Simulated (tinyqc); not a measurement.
Worked calculation: G0W0 on RHF in the sto-6g basis, for BH2+, spin multiplicity 1. One step of it, computed by the program tinyqc.

Question. G0W0 on Hartree-Fock: LUMO. W(p,q,m) = sqrt2 sum_ia (pq|ia) (X+Y)_ia,m; Sigma_c(x) = sum_(i,m) W^2/(x - e_i + w_m) + sum_(a,m) W^2/(x - e_a - w_m); solve x = e_p + Sigma_c(x) by Newton steps; Z = 1/(1 - dSigma/dx); 1 hartree = 27.211386 eV.

orbital energies (hartree): MO1 -8.011062, MO2 -0.912698, MO3 -0.777632, MO4 -0.195014, MO5 -0.147615, MO6 0.053663, MO7 0.231411

Two-electron integrals over orbitals (pq|rs), unique and non-zero (hartree):
```
(11|11) 2.904248    (21|11) -0.265828   (21|21) 0.039377    (22|11) 0.619017
(22|21) -0.009658   (22|22) 0.452948    (31|11) 0.019263    (31|21) -0.002281
(31|22) 0.002732    (31|31) 0.008709    (32|11) -0.004317   (32|21) 0.001434
(32|22) 0.020566    (32|31) 0.013463    (32|32) 0.133555    (33|11) 0.530911
(33|21) -0.003586   (33|22) 0.436739    (33|31) -0.001478   (33|32) -0.014630
(33|33) 0.459155    (41|11) 0.131333    (41|21) -0.018134   (41|22) 0.009704
(41|31) 0.001519    (41|32) -0.000061   (41|33) 0.004295    (41|41) 0.025324
(42|11) -0.092590   (42|21) 0.005946    (42|22) 0.002326    (42|31) -0.000326
(42|32) 0.002838    (42|33) 0.010921    (42|41) 0.014025    (42|42) 0.076192
(43|11) 0.012411    (43|21) -0.000635   (43|22) 0.006290    (43|31) -0.001623
(43|32) 0.030282    (43|33) -0.003574   (43|41) -0.001045   (43|42) -0.004783
(43|43) 0.034636    (44|11) 0.693234    (44|21) -0.010499   (44|22) 0.441912
(44|31) 0.000509    (44|32) -0.002948   (44|33) 0.414329    (44|41) -0.010333
(44|42) -0.078336   (44|43) 0.008406    (44|44) 0.555302    (51|51) 0.021963
(52|51) 0.022219    (52|52) 0.076765    (53|51) -0.001620   (53|52) -0.004209
(53|53) 0.017845    (54|51) -0.010482   (54|52) -0.030330   (54|53) 0.002562
(54|54) 0.038764    (55|11) 0.743139    (55|21) -0.009242   (55|22) 0.466956
(55|31) 0.000638    (55|32) -0.001649   (55|33) 0.420718    (55|41) 0.004203
(55|42) -0.047095   (55|43) 0.006801    (55|44) 0.498791    (55|55) 0.587109
(61|11) -0.192143   (61|21) 0.029708    (61|22) -0.004456   (61|31) -0.003536
(61|32) -0.001806   (61|33) -0.000837   (61|41) -0.004090   (61|42) 0.013487
(61|43) -0.000781   (61|44) -0.015107   (61|55) -0.005465   (61|61) 0.028395
(62|11) 0.195434    (62|21) -0.007048   (62|22) 0.050023    (62|31) -0.000508
(62|32) -0.007175   (62|33) 0.010541    (62|41) 0.013150    (62|42) -0.003252
(62|43) 0.003367    (62|44) 0.054449    (62|55) 0.100258    (62|61) 0.000947
(62|62) 0.085225    (63|11) -0.043039   (63|21) 0.001182    (63|22) -0.021558
(63|31) 0.001238    (63|32) -0.064536   (63|33) 0.002978    (63|41) -0.001001
(63|42) 0.005195    (63|43) -0.032922   (63|44) -0.015482   (63|55) -0.023068
(63|61) 0.000259    (63|62) -0.015636   (63|63) 0.082383    (64|11) 0.097063
(64|21) 0.000100    (64|22) 0.029542    (64|31) 0.000910    (64|32) 0.008081
(64|33) -0.000407   (64|41) 0.005602    (64|42) -0.004722   (64|43) 0.003013
(64|44) 0.045206    (64|55) 0.051045    (64|61) 0.003438    (64|62) 0.054189
(64|63) -0.017103   (64|64) 0.043432    (65|51) 0.015335    (65|52) 0.048077
(65|53) -0.005462   (65|54) -0.007784   (65|65) 0.038663    (66|11) 0.574588
(66|21) -0.007441   (66|22) 0.439895    (66|31) -0.001519   (66|32) -0.025570
(66|33) 0.444755    (66|41) 0.018845    (66|42) 0.047799    (66|43) -0.013784
(66|44) 0.400059    (66|55) 0.427801    (66|61) 0.004157    (66|62) 0.034590
(66|63) 0.015260    (66|64) 0.015740    (66|66) 0.496556    (71|11) -0.028347
(71|21) 0.005252    (71|22) 0.002044    (71|31) 0.012618    (71|32) 0.018867
(71|33) -0.002697   (71|41) -0.000872   (71|42) 0.001501    (71|43) -0.002868
(71|44) -0.001991   (71|55) -0.000754   (71|61) 0.001717    (71|62) -0.001631
(71|63) 0.002102    (71|64) 0.001693    (71|66) -0.002829   (71|71) 0.020274
(72|11) 0.040977    (72|21) -0.000847   (72|22) 0.007899    (72|31) 0.008674
(72|32) -0.007606   (72|33) 0.002641    (72|41) 0.001563    (72|42) -0.006425
(72|43) -0.030208   (72|44) 0.014629    (72|55) 0.020224    (72|61) -0.001915
(72|62) 0.012074    (72|63) 0.047310    (72|64) 0.007977    (72|66) 0.011839
(72|71) 0.012275    (72|72) 0.057849    (73|11) 0.225724    (73|21) -0.005387
(73|22) 0.053602    (73|31) -0.000235   (73|32) -0.010962   (73|33) 0.028119
(73|41) 0.000280    (73|42) -0.050665   (73|43) 0.003860    (73|44) 0.098043
(73|55) 0.114970    (73|61) -0.004785   (73|62) 0.072120    (73|63) -0.012196
(73|64) 0.046329    (73|66) 0.004996    (73|71) -0.001479   (73|72) 0.019017
(73|73) 0.108533    (74|11) 0.007152    (74|21) -0.000353   (74|22) -0.007491
(74|31) -0.007178   (74|32) -0.066457   (74|33) 0.008866    (74|41) 0.000900
(74|42) 0.001438    (74|43) -0.003542   (74|44) 0.003203    (74|55) 0.003195
(74|61) 0.001904    (74|62) 0.007839    (74|63) 0.043660    (74|64) -0.003346
(74|66) 0.016444    (74|71) -0.010369   (74|72) 0.007569    (74|73) 0.009091
(74|74) 0.052931    (75|51) 0.002259    (75|52) 0.008031    (75|53) 0.016003
(75|54) -0.001605   (75|65) 0.002978    (75|75) 0.019095    (76|11) -0.000896
(76|21) 0.000535    (76|22) 0.018040    (76|31) 0.009076    (76|32) 0.110958
(76|33) -0.015118   (76|41) 0.002086    (76|42) 0.008250    (76|43) 0.043491
(76|44) -0.005266   (76|55) 0.000771    (76|61) -0.000429   (76|62) 0.001206
(76|63) -0.077774   (76|64) 0.011410    (76|66) -0.023528   (76|71) 0.012825
(76|72) -0.034706   (76|73) -0.011689   (76|74) -0.056243   (76|76) 0.120195
(77|11) 0.627068    (77|21) -0.007971   (77|22) 0.452472    (77|31) 0.003103
(77|32) 0.031506    (77|33) 0.457917    (77|41) 0.003881    (77|42) -0.003191
(77|43) 0.012365    (77|44) 0.444944    (77|55) 0.446748    (77|61) -0.005961
(77|62) 0.013780    (77|63) -0.027153   (77|64) 0.004062    (77|66) 0.448863
(77|71) 0.002727    (77|72) -0.005077   (77|73) 0.035349    (77|74) -0.015474
(77|76) 0.028626    (77|77) 0.499480
```

excitation energies w (hartree): [0.632929, 0.664478, 0.829537, 0.905466, 0.952711, 1.040082, 1.260197, 1.320838, 7.866307, 7.907301, 8.121516, 8.283024]

X + Y:
```
             1         2          3          4          5          6          7          8
1>4   0.000312  0.000000  -0.005678   0.000000  -0.000664  -0.006663   0.001059  -0.002438
1>5   0.000000  0.000427   0.000000  -0.010427   0.000000   0.000000   0.000000   0.000000
1>6   0.000187  0.000000  -0.005221   0.000000  -0.000689  -0.002847  -0.000566   0.002375
1>7   0.000622  0.000000  -0.000639   0.000000   0.001027  -0.000113  -0.005330  -0.002448
2>4   0.034446  0.000000   0.891837   0.000000   0.049969   0.190687   0.059970  -0.096912
2>5   0.000000  0.033025   0.000000   0.918776   0.000000   0.000000   0.000000   0.000000
2>6  -0.005816  0.000000  -0.122132   0.000000   0.141199   0.780967  -0.284764   0.387588
2>7   0.083864  0.000000   0.020881   0.000000  -0.320920   0.049238   0.732234   0.524218
3>4   0.947796  0.000000  -0.020192   0.000000  -0.088680   0.002260  -0.065898  -0.023656
3>5   0.000000  0.973263   0.000000  -0.025672   0.000000   0.000000   0.000000   0.000000
3>6   0.158549  0.000000  -0.057712   0.000000   0.873205  -0.073522   0.247525   0.050433
3>7  -0.004409  0.000000   0.278218   0.000000   0.069470  -0.522946  -0.395234   0.589454

             9         10         11         12
1>4   0.996286   0.000000  -0.031025  -0.004437
1>5   0.000000   0.997217   0.000000   0.000000
1>6   0.032109   0.000000   0.995767   0.021040
1>7   0.003981   0.000000  -0.021616   0.997309
2>4   0.000676   0.000000   0.000571   0.000073
2>5   0.000000   0.001099   0.000000   0.000000
2>6   0.000837   0.000000   0.000033  -0.000096
2>7   0.000118   0.000000  -0.000158   0.000833
3>4  -0.000041   0.000000  -0.000024  -0.000099
3>5   0.000000  -0.000066   0.000000   0.000000
3>6  -0.000054   0.000000   0.000012   0.000106
3>7   0.000010   0.000000  -0.000299  -0.000095
```

Give: The 12 largest terms at x = e_p; Newton steps; quasiparticle energy of the LUMO; Hartree-Fock value.

Answer.

The 12 largest terms at x = e_p (hartree; W for the signs of X + Y given):
```
q  m       W       term
4  8   0.132     -0.013
4  3  -0.068     -0.006
4  7  -0.074  -4.39e-03
2  3   0.076   3.74e-03
6  8   0.074  -3.45e-03
7  5   0.053  -2.07e-03
2  8  -0.059   1.69e-03
5  4  -0.039  -1.62e-03
2  6   0.053   1.61e-03
6  7  -0.046  -1.41e-03
3  7  -0.050   1.35e-03
3  1   0.035   1.02e-03
```

Newton steps (hartree):
```
step       x  Sigma_c(x)      Z
0     -0.195      -0.023  0.966
1     -0.217      -0.022  0.967
2     -0.217      -0.022  0.967
```

quasiparticle energy of the LUMO = -5.909 eV

Hartree-Fock value = -5.307 eV
